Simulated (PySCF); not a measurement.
Computed and published core binding energies of `CSSC`

The experiment to reproduce (core binding energies): S 1s of S2/S3 2477.72 eV [1]. Sources and the comparison follow the method.

Species: C₂H₆S₂.
Atom-mapped SMILES: `[CH3:1][S:2][S:3][CH3:4]`

Method used: delta-SCF UKS SCAN, pcX-3 on the ionised atom, pcseg-2 elsewhere, spin-free X2C (PySCF). Vertical ΔSCF values, vacuum level as zero.

```csv
atom,environment,level,this calculation (eV),reference (eV),difference (eV),source
S2/S3,disulfide sulfur,S 1s,2477.31,2477.72,-0.41,[1]
```

[1] measured, gas; Besley, J. Chem. Theory Comput. 2021, 17, 3644 (DFT calculations of core-electron binding energies at the K-edge of heavier elements)

**Question.** How far is it from the measured entries?

**Answer.** The one measured value differs by -0.41 eV, too little evidence for a typical error. The calculation is vertical and has no vibrational structure, and measured positions depend on the energy calibration.

**Question.** What does the calculation give for the levels without a reference value here?

**Answer.** C1/C4 C 1s 291.01 eV.

Topologically equivalent atoms share the value of their first member; where this conformer doesn't relate them by symmetry, their own values could differ. Not every level is listed. The structure is a single PBE0-D3(BJ)/def2-TZVP conformer in the gas phase; no vibrational or solvent corrections.

The run took 41 s wall, 1.8 min CPU on 2 threads of an AMD EPYC, on a shared host, and the process peaked at 1.2 GiB of memory.

The values belong to the conformer `[CH3:1][S:2][S:3][CH3:4]`: C1–S2–S3–C4 86°.
